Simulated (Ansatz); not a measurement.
**What a trial cell of RuW₃ relaxes into**

All numbers below come from Ansatz, DFT PBE, scalar-relativistic, plane waves, PAW. Cutoff 420 eV, Γ-centred k mesh, Gaussian smearing, no spin polarisation in the final step.

RuW₃ was placed on the TiAl3 (D0_22) structure type (I4/mmm, No. 139), with Ru in place of Ti, W in place of Al, at a guessed volume.

```
CELL_PARAMETERS angstrom
-1.89982 1.89982 4.24376
1.89982 -1.89982 4.24376
1.89982 1.89982 -4.24376
ATOMIC_POSITIONS crystal
Ru 0.00000 0.00000 0.00000
W 0.50000 0.50000 0.00000
W 0.25000 0.75000 0.50000
W 0.75000 0.25000 0.50000
```

Cell and atoms relax at zero pressure; the relaxation can't lower the symmetry of the start. After a coarse first stage the cell is made exact in the group found at 0.06 Å.

The zero of energy is the elements' standard structures at the same level; no fitted shifts are applied.

(1) What does it relax into?

(2) What are its volume, energy, density and gap?

Answers

(1) It keeps I4/mmm (No. 139). The result has the TiAl3 (D0_22) structure. Conventional cell: a = 3.935 Å, c = 8.120 Å. Ru is coordinated by 12 W at 2.78–2.83 Å; around W on Wyckoff site b (1 atom of the primitive cell) lie 4 Ru at 2.78 Å and 8 W at 2.83 Å; W on Wyckoff site d (2 atoms of the primitive cell) is coordinated by 8 W at 2.78–2.83 Å and 4 Ru at 2.83 Å.

Space group I4/mmm (No. 139). a = 3.935 Å, b = 3.935 Å, c = 8.120 Å, α = 90.00°, β = 90.00°, γ = 90.00°
```tsv
atom	site	symmetry	x	y	z
Ru	2a	4/mmm	0.0000	0.0000	0.0000
W	2b	4/mmm	0.5000	0.5000	0.0000
W	4d	-4m2	0.5000	0.0000	0.2500
```

(2) The volume per atom is 15.72 Å³ and the density is 17.23 g/cm³. The energy over the elements is 0.27 eV/atom and the gap on the 16×16×16 mesh is 0 eV (a metal).

The final run used a 16×16×16 mesh on its 4-atom cell and 0.10 eV smearing. For metals, differences of a few meV/atom aren't resolved. Spin–orbit coupling is left out. A structure relaxed within its symmetry needn't be a true minimum.

Cost: 3 runs of about 4.6 core-minutes in all, on Arm Neoverse V1 (shared hosts).